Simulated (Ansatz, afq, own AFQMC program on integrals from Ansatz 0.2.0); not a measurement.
Two steps: Ansatz 0.2.0 writes the Fock matrix and Cholesky factors of the valence space, and afq projects on them the lowest state that overlaps trial and start.

```yaml
crystal:
  periodic: [false, false, false]
  atoms:
    - {symbol: C, position_ang: [0.000000, 0.000000, 0.620354]}
    - {symbol: C, position_ang: [0.000000, 0.000000, -0.816646]}
    - {symbol: H, position_ang: [0.000000, -0.939613, 1.169515]}
    - {symbol: H, position_ang: [0.000000, 0.939613, 1.169515]}
basis:
  gaussian: {orbitals: cc-pVDZ}
magnetization: {spin_polarized: false}
correlation: {method: ccsd_t, electrons: outside_noble_gas, hamiltonian_folder: ham}
```

```sh
$ ansatz run in.yaml --threads 1 --pin off --events-out ev --progress --plain --max-ram 1382MiB
```

Options of the walk:

```
--method phaseless --trial cid --walkers 160 --populations 1 --least-time 40 --time-step 0.2 --steps-per-block 5 --equilibration-blocks 10 --max-blocks 100 --target-error 0.00076 --factor-cut 1e-06 --seed 3561 --release-times 0.5,1,2 --release-step 0.05 --release-every 1 --taylor-order 4
```

Times are imaginary, in 1/Eh. The walk had a cap of 90 s.

```
orbitals 36  electrons 5 5  factors 320 of 350
reference energy -76.75300800 Eh
CCSD correlation -0.27034938 Eh in 10 cycles, weight of the determinant in the CISD state 0.8661
energy of the start -77.023445 Eh
 block  time / (1/Eh)  mean weight  energy / Eh
     1     1.000  0.9258  -77.026413
     2     2.000  0.8736  -77.033286
     3     3.000  0.9530  -77.036252
     4     4.000  1.0167  -77.030231
     5     5.000  0.9519  -77.028498
     8     8.000  0.9515  -77.034837
    11    11.000  0.9889  -77.033914
    14    14.000  0.9922  -77.039271
    17    17.000  0.8958  -77.034223
    20    20.000  0.9829  -77.028698
    23    23.000  0.9947  -77.038013
    26    26.000  0.9032  -77.033952
    29    29.000  0.9214  -77.037056
    32    32.000  1.0014  -77.034256
    33    33.000  1.0217  -77.079705
    35    35.000  1.0122  -77.039096
    38    38.000  1.0581  -77.039316
    41    41.000  0.9934  -77.038993
    44    44.000  0.9806  -77.036700
    47    47.000  1.0435  -77.031603
    50    50.000  0.9976  -77.027562
    53    53.000  0.9370  -77.034054
    56    56.000  0.9578  -77.030673
    59    59.000  1.0059  -77.032441
    62    62.000  1.0976  -77.035019
    65    65.000  1.0632  -77.039081
    66    66.000  1.0260  -77.034385
blocks merged  error / Eh  count
     1  0.000913  56
     2  0.000946  28
     4  0.000978  14
released: time / (1/Eh)  energy / Eh  error  mean overlap
  0.50  -77.036230  0.000400  0.9972
  1.00  -77.035970  0.000411  0.9884
  2.00  -77.035956  0.000424  0.9959
energy -77.035370 +/- 0.000946 Eh
(rows thinned)
```

The time cap ended the run before it passed its tests.

Against this walk (error 25.7 meV) on the same determinant: CCSD(T) 32.9 meV higher (within the noise), CCSDT(Q) 17.7 meV lower (within the noise), a separate phaseless walk with a CISD trial and standard settings 26.1 ± 33.4 meV lower (within the noise). The error is statistical and leaves out the bias of the constraint.

A setting was made bad on purpose (time step too long), so the walk's energy isn't to be trusted.

Cautions: constraint bias not in the error; error not settled; error above the target (25.7 against 20.7 meV); higher spins were not checked; restricted determinant unstable towards unrestricted (UHF 109 meV lower, ⟨S²⟩ 0.49); the time-step error isn't removed.

CCSDT and higher add their correlation energy to the determinant of the CCSD(T) run, since their own runs factorise the integrals more tightly (a shift of under 2 meV). A walk keeps the symmetry of its determinant, which the program's search chose and which needn't be the lowest solution, so a lower state of the same spin and another symmetry isn't excluded.
